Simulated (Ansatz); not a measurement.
# HO− with CH2O: superposition error and deformation, part 2 of 3

Ansatz 0.2.0, Gaussian basis.

## 13. CCSD(T)/def2-TZVPPD

The inputs:

a/in.yaml

```yaml
crystal:
  periodic: [false, false, false]
  atoms:
    - {symbol: O, position_ang: [-0.431606, -0.084311, -1.066437]}
    - {symbol: H, position_ang: [0.450214, 0.043343, -1.435951]}
basis:
  gaussian: {orbitals: "def2-TZVPPD.json"}
total_charge: -1
correlation: {method: ccsd_t}
```

b/in.yaml

```yaml
crystal:
  periodic: [false, false, false]
  atoms:
    - {symbol: C, position_ang: [-0.054241, -0.001541, 0.382544]}
    - {symbol: O, position_ang: [1.221637, 0.194621, 0.545709]}
    - {symbol: H, position_ang: [-0.458088, -0.967137, 0.802831]}
    - {symbol: H, position_ang: [-0.728014, 0.815124, 0.771403]}
basis:
  gaussian: {orbitals: "def2-TZVPPD.json"}
correlation: {method: ccsd_t}
```

One command serves all of them, each in its own folder.

Launch:

```console
$ ansatz run in.yaml --threads 2 --pin off --events-out ev --progress --plain --max-ram 5222MiB
```

a printed (excerpt; [...] marks lines left out):

```text
Functional definition: HF
  name "HF"
  cite "Fock, Z. Phys. 61, 126 (1930) doi:10.1007/BF01340294"
  parent pbe
[...]
338 factors; integrals over basis functions are off by at most 1.2e-3 eV
[...]
mean field -2052.15328408 eV, -75.4152421906 hartree, gradient 1.1e-6 eV, S^2 0.000000; 0 other end points of the search recorded, 0 dependent functions left out
1 core orbitals not correlated: weight in the atoms' cores, before any rotation towards them, 1.000 or more for the frozen orbitals, at most 0.000 for the correlated occupied ones
reference -2052.15328408 eV, -75.4152421906 hartree; 4, 4 occupied and 52, 52 virtual orbitals, 338 factors
second order -7.73097721 eV of doubles, -0.00000000 eV of singles
cycle   1  -7.32400671 eV  change    4.1e-1 eV  update   1.0e-1
[...]
cycle  10  -7.61075273 eV  change    3.5e-6 eV  update   5.9e-6
perturbative correction -0.32036447 eV, -0.0117731771 hartree
Total energy: -2060.08440128 eV, -75.7067053717 hartree
```

b printed (excerpt; [...] marks lines left out):

```text
[... 4 set-up lines as earlier in the session ...]
[...]
659 factors; integrals over basis functions are off by at most 7.3e-4 eV
[...]
mean field -3098.29989023 eV, -113.8604208627 hartree, gradient 1.5e-6 eV, S^2 0.000000; 0 other end points of the search recorded, 0 dependent functions left out; unrestricted orbitals would lower it
[...]
reference -3098.29989023 eV, -113.8604208627 hartree; 6, 6 occupied and 103, 103 virtual orbitals, 659 factors
second order -11.25426566 eV of doubles, -0.00000000 eV of singles
cycle   1  -10.95445186 eV  change    3.0e-1 eV  update   1.0e-1
[...]
cycle  11  -11.46101084 eV  change    1.3e-6 eV  update   1.1e-5
perturbative correction -0.54453906 eV, -0.0200114412 hartree
Total energy: -3110.30544012 eV, -114.3016166837 hartree
```

Times: 0.3 s (a), 2.9 s (b) on 2 threads of Arm Neoverse V1, shared host; peak memory 0.43 GiB.

## 14. Relaxing HO− alone

relax-a/in.yaml reads:

```yaml
crystal:
  periodic: [false, false, false]
  atoms:
    - {symbol: O, position_ang: [-0.431606, -0.084311, -1.066437]}
    - {symbol: H, position_ang: [0.450214, 0.043343, -1.435951]}
basis:
  gaussian: {orbitals: def2-TZVPD}
total_charge: -1
hamiltonian: {xc: pbe0, dispersion: d4}
relax: {f_tol: 0.005, max_steps: 200}
```

Launch:

```console
$ ansatz run in.yaml --threads 2 --pin off --events-out ev --progress --plain --max-ram 5222MiB
```

The log of the run (excerpt; [...] marks lines left out):

```text
[... 5 set-up lines as earlier in the session ...]
[...]
235 factors; their error is unknown
[...]
mean field -2061.17178454 eV, -75.7466659696 hartree, gradient 2.6e-5 eV, S^2 0.000000; 0 other end points of the search recorded, 0 dependent functions left out
[...]
reference -2061.17183872 eV, -75.7466679603 hartree; 5, 5 occupied and 44, 44 virtual orbitals, 235 factors
Total energy: -2061.17552536 eV, -75.7468034421 hartree
Atom 0 at    -0.431125    -0.084241    -1.066639 Å, force    -0.000030    -0.000004     0.000013 eV/Å
Atom 1 at     0.449733     0.043273    -1.435749 Å, force     0.000030     0.000004    -0.000013 eV/Å
Dipole moment:     0.260105     0.037653    -0.108993 e Å
```

It took 0.7 s on 2 threads of Arm Neoverse V1, shared host.

Step by step:

```
step  energy from step 1 (eV)  largest force component (eV/Å)
   1                   0.0000                          0.0484
   2                   0.0000                          0.0122
   3                   0.0000                          0.0000
```

The bond:

```
 bond  before (Å)  after (Å)  change (Å)
O1–H2       0.965      0.964      -0.001
```

## 15. Relaxing CH2O alone

relax-b/in.yaml reads:

```yaml
crystal:
  periodic: [false, false, false]
  atoms:
    - {symbol: C, position_ang: [-0.054241, -0.001541, 0.382544]}
    - {symbol: O, position_ang: [1.221637, 0.194621, 0.545709]}
    - {symbol: H, position_ang: [-0.458088, -0.967137, 0.802831]}
    - {symbol: H, position_ang: [-0.728014, 0.815124, 0.771403]}
basis:
  gaussian: {orbitals: def2-TZVP}
hamiltonian: {xc: pbe0, dispersion: d4}
relax: {f_tol: 0.005, max_steps: 200}
```

Launch:

```console
$ ansatz run in.yaml --threads 2 --pin off --events-out ev --progress --plain --max-ram 5222MiB
```

The log of the run (excerpt; [...] marks lines left out):

```text
[... 5 set-up lines as earlier in the session ...]
[...]
419 factors; their error is unknown
[...]
mean field -3112.28032694 eV, -114.3741924357 hartree, gradient 3.2e-5 eV, S^2 0.000000; 0 other end points of the search recorded, 0 dependent functions left out
[...]
Total energy: -3113.51073687 eV, -114.4194091665 hartree
Atom 0 at    -0.009449     0.009555     0.626249 Å, force     0.000089     0.000010    -0.000010 eV/Å
Atom 1 at     1.162981     0.184421     0.472154 Å, force    -0.000091    -0.000012     0.000011 eV/Å
Atom 2 at    -0.445367    -1.005720     0.718427 Å, force    -0.000024     0.000166    -0.000004 eV/Å
Atom 3 at    -0.726871     0.852811     0.685657 Å, force     0.000026    -0.000163     0.000002 eV/Å
Dipole moment:    -0.472021    -0.070401     0.062039 e Å
```

It took 3.8 s on 2 threads of Arm Neoverse V1, shared host.

The steps of the relaxation:

```
step  energy from step 1 (eV)  largest force component (eV/Å)
   1                   0.0000                          5.7053
   2                  -0.9964                          4.4255
   3                  -1.1286                          2.9468
   4                  -1.2007                          1.2722
   5                  -1.2107                          0.0369
   6                  -1.2108                          0.0163
   7                  -1.2108                          0.0002
```

Distances of close pairs at the start and the end, largest changes first:

```
 bond  before (Å)  after (Å)  change (Å)
C1–O2       1.301      1.195      -0.106
C1–H4       1.128      1.109      -0.019
C1–H3       1.128      1.109      -0.019
```

## 16. PBE-D4/def2-TZVPPD

free-a/in.yaml reads:

```yaml
crystal:
  periodic: [false, false, false]
  atoms:
    - {symbol: O, position_ang: [-0.431125, -0.084241, -1.066639]}
    - {symbol: H, position_ang: [0.449733, 0.043273, -1.435749]}
basis:
  gaussian: {orbitals: "def2-TZVPPD.json"}
total_charge: -1
hamiltonian: {xc: pbe, dispersion: d4}
```

free-b/in.yaml reads:

```yaml
crystal:
  periodic: [false, false, false]
  atoms:
    - {symbol: C, position_ang: [-0.009449, 0.009555, 0.626249]}
    - {symbol: O, position_ang: [1.162981, 0.184421, 0.472154]}
    - {symbol: H, position_ang: [-0.445367, -1.005720, 0.718427]}
    - {symbol: H, position_ang: [-0.726871, 0.852811, 0.685657]}
basis:
  gaussian: {orbitals: "def2-TZVPPD.json"}
hamiltonian: {xc: pbe, dispersion: d4}
```

Each run has its own folder and the same command.

Launch:

```console
$ ansatz run in.yaml --threads 2 --pin off --events-out ev --progress --plain --max-ram 5222MiB
```

Log of free-a (excerpt; [...] marks lines left out):

```text
[... 4 set-up lines as earlier in the session ...]
[...]
243 factors; their error is unknown
[...]
mean field -2061.48092357 eV, -75.7580266192 hartree, gradient 2.4e-5 eV, S^2 0.000000; 0 other end points of the search recorded, 0 dependent functions left out
reference -2061.48095292 eV, -75.7580276977 hartree; 5, 5 occupied and 52, 52 virtual orbitals, 243 factors
Total energy: -2061.48555712 eV, -75.7581968990 hartree
```

Log of free-b (excerpt; [...] marks lines left out):

```text
[... 4 set-up lines as earlier in the session ...]
[...]
476 factors; their error is unknown
[...]
mean field -3113.54733770 eV, -114.4207542222 hartree, gradient 5.7e-6 eV, S^2 0.000000; 0 other end points of the search recorded, 0 dependent functions left out
reference -3113.54737716 eV, -114.4207556725 hartree; 8, 8 occupied and 103, 103 virtual orbitals, 476 factors
Total energy: -3113.57166670 eV, -114.4216482967 hartree
```

Wall times: 0.2 s (free-a), 0.55 s (free-b) on 2 threads of Arm Neoverse V1, shared host.

## 17. r2SCAN-D4/def2-TZVPPD

Each input of step 16 (free-a, free-b) changes in the same lines:

```diff
-hamiltonian: {xc: pbe, dispersion: d4}
+hamiltonian: {xc: r2scan, dispersion: d4}
```

The same command starts each run, in its folder.

Launch:

```console
$ ansatz run in.yaml --threads 2 --pin off --events-out ev --progress --plain --max-ram 5222MiB
```

Log of free-a (excerpt; [...] marks lines left out):

```text
[... 5 set-up lines as earlier in the session ...]
[...]
243 factors; their error is unknown
[...]
mean field -2062.42108145 eV, -75.7925767842 hartree, gradient 7.6e-5 eV, S^2 0.000000; 0 other end points of the search recorded, 0 dependent functions left out
reference -2062.42108999 eV, -75.7925770978 hartree; 5, 5 occupied and 52, 52 virtual orbitals, 243 factors
Total energy: -2062.42218723 eV, -75.7926174208 hartree
```

free-b printed (excerpt; [...] marks lines left out):

```text
[... 5 set-up lines as earlier in the session ...]
[...]
476 factors; their error is unknown
[...]
mean field -3115.35144879 eV, -114.4870540821 hartree, gradient 3.8e-5 eV, S^2 0.000000; 0 other end points of the search recorded, 0 dependent functions left out
reference -3115.35146161 eV, -114.4870545530 hartree; 8, 8 occupied and 103, 103 virtual orbitals, 476 factors
Total energy: -3115.35706008 eV, -114.4872602932 hartree
```

Wall times: 0.5 s (free-a), 1.1 s (free-b) on 2 threads of Arm Neoverse V1, shared host.

## 18. PBE0-D4/def2-TZVPPD

Each input of step 17 (free-a, free-b) changes in the same lines:

```diff
-hamiltonian: {xc: r2scan, dispersion: d4}
+hamiltonian: {xc: pbe0, dispersion: d4}
+output: {orbitals: {seedname: orbitals}}
```

The same command starts each run, in its folder.

Launch:

```console
$ ansatz run in.yaml --threads 2 --pin off --events-out ev --progress --plain --max-ram 5222MiB
```

Output in free-a (excerpt; [...] marks lines left out):

```text
[... 5 set-up lines as earlier in the session ...]
[...]
243 factors; their error is unknown
[...]
mean field -2061.20697186 eV, -75.7479590797 hartree, gradient 3.3e-5 eV, S^2 0.000000; 0 other end points of the search recorded, 0 dependent functions left out
reference -2061.20699302 eV, -75.7479598572 hartree; 5, 5 occupied and 52, 52 virtual orbitals, 243 factors
Total energy: -2061.21067967 eV, -75.7480953389 hartree
```

Log of free-b (excerpt; [...] marks lines left out):

```text
[... 5 set-up lines as earlier in the session ...]
[...]
476 factors; their error is unknown
[...]
mean field -3113.53050481 eV, -114.4201356250 hartree, gradient 2.7e-5 eV, S^2 0.000000; 0 other end points of the search recorded, 0 dependent functions left out
reference -3113.53053444 eV, -114.4201367139 hartree; 8, 8 occupied and 103, 103 virtual orbitals, 476 factors
Total energy: -3113.55015651 eV, -114.4208578115 hartree
```

They took 0.2 s (free-a), 0.55 s (free-b) on 2 threads of Arm Neoverse V1, shared host.

## 19. B3LYP-D4/def2-TZVPPD

Each input of step 18 (free-a, free-b) changes in the same lines:

```diff
-hamiltonian: {xc: pbe0, dispersion: d4}
-output: {orbitals: {seedname: orbitals}}
+hamiltonian: {xc: {name: B3LYP}, dispersion: d4}
```

Each run has its own folder and the same command.

Launch:

```console
$ ansatz run in.yaml --threads 2 --pin off --events-out ev --progress --plain --max-ram 5222MiB
```

Output in free-a (excerpt; [...] marks lines left out):

```text
[... 6 set-up lines as earlier in the session ...]
[...]
243 factors; their error is unknown
[...]
mean field -2063.70197280 eV, -75.8396486729 hartree, gradient 7.3e-5 eV, S^2 0.000000; 0 other end points of the search recorded, 0 dependent functions left out
reference -2063.70214058 eV, -75.8396548387 hartree; 5, 5 occupied and 52, 52 virtual orbitals, 243 factors
Total energy: -2063.70944793 eV, -75.8399233789 hartree
```

free-b printed (excerpt; [...] marks lines left out):

```text
[... 6 set-up lines as earlier in the session ...]
[...]
476 factors; their error is unknown
[...]
mean field -3117.22512505 eV, -114.5559104147 hartree, gradient 5.0e-5 eV, S^2 0.000000; 0 other end points of the search recorded, 0 dependent functions left out
reference -3117.22533596 eV, -114.5559181654 hartree; 8, 8 occupied and 103, 103 virtual orbitals, 476 factors
Total energy: -3117.26442438 eV, -114.5573546381 hartree
```

Times: 0.2 s (free-a), 0.7 s (free-b) on 2 threads of Arm Neoverse V1, shared host.

## 20. wB97X-V/def2-TZVPPD

Each input of step 19 (free-a, free-b) changes in the same lines:

```diff
-hamiltonian: {xc: {name: B3LYP}, dispersion: d4}
+hamiltonian: {xc: {name: wB97X-V}}
```

One command serves all of them, each in its own folder.

Launch:

```console
$ ansatz run in.yaml --threads 2 --pin off --events-out ev --progress --plain --max-ram 5222MiB
```

Log of free-a (excerpt; [...] marks lines left out):

```text
[... 5 set-up lines as earlier in the session ...]
[...]
      + integral(e_c_pw_opposite_spin*poly(b97_u_opposite, cos0, cos1)) + vv10(b, c)
243 factors; their error is unknown
78 factors; integrals over basis functions are off by at most 2.2e-5 eV
[...]
mean field -2062.70713030 eV, -75.8030888853 hartree, gradient 4.2e-5 eV, S^2 0.000000; 0 other end points of the search recorded, 0 dependent functions left out
reference -2062.70712889 eV, -75.8030888338 hartree; 5, 5 occupied and 52, 52 virtual orbitals, 243 factors
Total energy: -2062.70712889 eV, -75.8030888338 hartree
```

Log of free-b (excerpt; [...] marks lines left out):

```text
[... 5 set-up lines as earlier in the session ...]
[...]
      + integral(e_c_pw_opposite_spin*poly(b97_u_opposite, cos0, cos1)) + vv10(b, c)
476 factors; their error is unknown
151 factors; integrals over basis functions are off by at most 3.0e-5 eV
[...]
mean field -3116.02410377 eV, -114.5117736965 hartree, gradient 2.1e-5 eV, S^2 0.000000; 0 other end points of the search recorded, 0 dependent functions left out
reference -3116.02410192 eV, -114.5117736286 hartree; 8, 8 occupied and 103, 103 virtual orbitals, 476 factors
Total energy: -3116.02410192 eV, -114.5117736286 hartree
```

Wall times: 0.6 s (free-a), 1.9 s (free-b) on 2 threads of Arm Neoverse V1, shared host.

## 21. wB97M-V/def2-TZVPPD

The same edit goes into each in.yaml of step 20 (free-a, free-b):

```diff
-hamiltonian: {xc: {name: wB97X-V}}
+hamiltonian: {xc: {name: wB97M-V}}
```

Each run has its own folder and the same command.

Launch:

```console
$ ansatz run in.yaml --threads 2 --pin off --events-out ev --progress --plain --max-ram 5222MiB
```

free-a printed (excerpt; [...] marks lines left out):

```text
[... 5 set-up lines as earlier in the session ...]
  # Of w^i u^j: cxij and so on, Table III.
[...]
  gx(w, u) = 1 - cx + cx01*u + cx10*w
[...]
      + integral(e_c_pw_mod_opposite_spin*gos(b97_w_opposite, b97_u_opposite)) + vv10(b, c)
243 factors; their error is unknown
78 factors; integrals over basis functions are off by at most 2.2e-5 eV
[...]
mean field -2062.83115719 eV, -75.8076467897 hartree, gradient 4.2e-5 eV, S^2 0.000000; 0 other end points of the search recorded, 0 dependent functions left out
reference -2062.83119174 eV, -75.8076480594 hartree; 5, 5 occupied and 52, 52 virtual orbitals, 243 factors
Total energy: -2062.83119174 eV, -75.8076480594 hartree
```

Log of free-b (excerpt; [...] marks lines left out):

```text
[... 5 set-up lines as earlier in the session ...]
  # Of w^i u^j: cxij and so on, Table III.
[...]
  gx(w, u) = 1 - cx + cx01*u + cx10*w
[...]
      + integral(e_c_pw_mod_opposite_spin*gos(b97_w_opposite, b97_u_opposite)) + vv10(b, c)
476 factors; their error is unknown
151 factors; integrals over basis functions are off by at most 3.0e-5 eV
[...]
mean field -3115.96558154 eV, -114.5096230444 hartree, gradient 2.4e-5 eV, S^2 0.000000; 0 other end points of the search recorded, 0 dependent functions left out
reference -3115.96562835 eV, -114.5096247645 hartree; 8, 8 occupied and 103, 103 virtual orbitals, 476 factors
Total energy: -3115.96562835 eV, -114.5096247645 hartree
```

They took 0.6 s (free-a), 1.9 s (free-b) on 2 threads of Arm Neoverse V1, shared host.

## 22. B2PLYP/def2-TZVPPD

Each input of step 21 (free-a, free-b) changes in the same lines:

```diff
-hamiltonian: {xc: {name: wB97M-V}}
+hamiltonian: {xc: {name: B2PLYP}}
```

Each run has its own folder and the same command.

Launch:

```console
$ ansatz run in.yaml --threads 2 --pin off --events-out ev --progress --plain --max-ram 5222MiB
```

free-a printed (excerpt; [...] marks lines left out):

```text
[... 5 set-up lines as earlier in the session ...]
[...]
337 factors; integrals over basis functions are off by at most 1.3e-3 eV
[...]
mean field -2059.72825164 eV, -75.6936171137 hartree, gradient 9.0e-7 eV, S^2 0.000000; 0 other end points of the search recorded, 0 dependent functions left out
1 core orbitals not correlated: weight in the atoms' cores, before any rotation towards them, 1.000 or more for the frozen orbitals, at most 0.000 for the correlated occupied ones
reference -2059.72835238 eV, -75.6936208159 hartree; 4, 4 occupied and 52, 52 virtual orbitals, 337 factors
second order -9.51792467 eV of doubles, -0.00000000 eV of singles
Total energy: -2062.29819204 eV, -75.7880606815 hartree
```

free-b printed (excerpt; [...] marks lines left out):

```text
[... 5 set-up lines as earlier in the session ...]
[...]
655 factors; integrals over basis functions are off by at most 1.2e-3 eV
[...]
mean field -3111.34903828 eV, -114.3399682088 hartree, gradient 2.0e-6 eV, S^2 0.000000; 0 other end points of the search recorded, 0 dependent functions left out
2 core orbitals not correlated: weight in the atoms' cores, before any rotation towards them, 1.000 or more for the frozen orbitals, at most 0.000 for the correlated occupied ones
reference -3111.34916681 eV, -114.3399729319 hartree; 6, 6 occupied and 103, 103 virtual orbitals, 655 factors
second order -13.08751989 eV of doubles, -0.00000000 eV of singles
Total energy: -3114.88279718 eV, -114.4698314528 hartree
```

Times: 0.3 s (free-a), 1.1 s (free-b) on 2 threads of Arm Neoverse V1, shared host.

## 23. BLYP-D4/def2-TZVPPD

Each input of step 22 (free-a, free-b) changes in the same lines:

```diff
-hamiltonian: {xc: {name: B2PLYP}}
+hamiltonian: {xc: {name: BLYP}, dispersion: d4}
```

The same command starts each run, in its folder.

Launch:

```console
$ ansatz run in.yaml --threads 2 --pin off --events-out ev --progress --plain --max-ram 5222MiB
```

Log of free-a (excerpt; [...] marks lines left out):

```text
[... 4 set-up lines as earlier in the session ...]
[...]
243 factors; their error is unknown
[...]
mean field -2063.46353863 eV, -75.8308863787 hartree, gradient 2.8e-5 eV, S^2 0.000000; 0 other end points of the search recorded, 0 dependent functions left out
reference -2063.46376846 eV, -75.8308948250 hartree; 5, 5 occupied and 52, 52 virtual orbitals, 243 factors
Total energy: -2063.47488754 eV, -75.8313034434 hartree
```

Log of free-b (excerpt; [...] marks lines left out):

```text
[... 4 set-up lines as earlier in the session ...]
[...]
476 factors; their error is unknown
[...]
mean field -3116.51114648 eV, -114.5296721860 hartree, gradient 1.4e-5 eV, S^2 0.000000; 0 other end points of the search recorded, 0 dependent functions left out
reference -3116.51142281 eV, -114.5296823411 hartree; 8, 8 occupied and 103, 103 virtual orbitals, 476 factors
Total energy: -3116.56934210 eV, -114.5318108356 hartree
```

They took 0.2 s (free-a), 0.65 s (free-b) on 2 threads of Arm Neoverse V1, shared host.

## 24. revPBE-D4/def2-TZVPPD

Each input of step 23 (free-a, free-b) changes in the same lines:

```diff
-hamiltonian: {xc: {name: BLYP}, dispersion: d4}
+hamiltonian: {xc: {name: revPBE}, dispersion: d4}
```

The same command starts each run, in its folder.

Launch:

```console
$ ansatz run in.yaml --threads 2 --pin off --events-out ev --progress --plain --max-ram 5222MiB
```

Log of free-a (excerpt; [...] marks lines left out):

```text
[... 4 set-up lines as earlier in the session ...]
[...]
243 factors; their error is unknown
[...]
mean field -2063.04191884 eV, -75.8153921374 hartree, gradient 1.6e-5 eV, S^2 0.000000; 0 other end points of the search recorded, 0 dependent functions left out
reference -2063.04195536 eV, -75.8153934795 hartree; 5, 5 occupied and 52, 52 virtual orbitals, 243 factors
Total energy: -2063.06410706 eV, -75.8162075393 hartree
```

Log of free-b (excerpt; [...] marks lines left out):

```text
[... 4 set-up lines as earlier in the session ...]
[...]
476 factors; their error is unknown
[...]
mean field -3116.27558773 eV, -114.5210155617 hartree, gradient 7.3e-6 eV, S^2 0.000000; 0 other end points of the search recorded, 0 dependent functions left out
reference -3116.27563644 eV, -114.5210173516 hartree; 8, 8 occupied and 103, 103 virtual orbitals, 476 factors
Total energy: -3116.37908793 eV, -114.5248191239 hartree
```

Wall times: 0.2 s (free-a), 0.55 s (free-b) on 2 threads of Arm Neoverse V1, shared host.

(Continued in part 3 of 3.)
